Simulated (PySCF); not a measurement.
**BeH4S, a complex of two parts: interaction energy**

The task here is to estimate one member of a computed series from the others.

Programs: PySCF 2.14.0. All values are calculated, for the isolated system unless a continuum is named. Atoms count from 0, parts from 1.

## The system as given

6 atoms, charge 0, multiplicity 1; geometry: GFN2-xTB. Parts: 1 = atoms 0–2, `[BeH2]`, charge 0; 2 = atoms 3–5, `S`, charge 0.

Set-up of the first run:

Job settings and geometry (Å):

```
{"job": {"xc": "PBE0", "basis": "def2-TZVPD", "d3": "d3bj", "grid": 3, "kind": "geom", "shake": 0.01}, "charge": 0, "multiplicity": 1, "parts": [{"atoms": "0-2", "charge": 0, "multiplicity": 1}, {"atoms": "3-5", "charge": 0, "multiplicity": 1}]}
Be     0.151153    -0.513736    -0.288177
H     -0.921411    -0.501737     0.477100
H      1.223631     0.163393    -0.454247
S      0.107252    -2.179163    -1.662779
H      1.270364    -2.627374    -1.321426
H     -0.549321    -3.037849    -0.867364
```

Run with:

```console
> OMP_NUM_THREADS=1 python cluster_run.py task.json out
```

One launch serves the whole session: the jobs run in the order shown.

Among the steps run: Geometry optimisation at PBE0-D3(BJ)/def2-TZVPD; Coupled-cluster interaction energy: CCSD(T) and MP2, 2.22 Å; Coupled-cluster interaction energy: CCSD(T) and MP2, 2.33 Å; Coupled-cluster interaction energy: CCSD(T) and MP2, 2.44 Å; Coupled-cluster interaction energy: CCSD(T) and MP2, 2.11 Å; Coupled-cluster interaction energy: CCSD(T) and MP2, 2.77 Å; Coupled-cluster interaction energy: CCSD(T) and MP2, 2.00 Å; Coupled-cluster interaction energy: CCSD(T) and MP2, 3.33 Å; Coupled-cluster interaction energy: CCSD(T) and MP2, 4.44 Å.

One table of the session follows, with a row left open; its other results are not shown here.

It belongs to the step «Coupled-cluster interaction energy: CCSD(T) and MP2, 4.44 Å». 

| method | interaction energy (kcal/mol) |
| --- | --- |
| HF/aug-cc-pVDZ | -1.30 |
| MP2/aug-cc-pVDZ | -1.46 |
| CCSD/aug-cc-pVDZ | -1.39 |
| CCSD(T)/aug-cc-pVDZ | -1.42 |
| HF/aug-cc-pVQZ | -1.23 |
| MP2/aug-cc-pVQZ | ? |
| SCS-MP2/aug-cc-pVQZ | -1.35 |
| MP2, extrapolated | -1.42 |
| CCSD(T), limit estimate | -1.38 |

Q: Estimate the row for MP2/aug-cc-pVQZ from the others.

**Answer.** interaction energy (kcal/mol): -1.41. In the column «interaction energy (kcal/mol)» it lies between MP2, extrapolated (-1.42) and CCSD/aug-cc-pVDZ (-1.39).
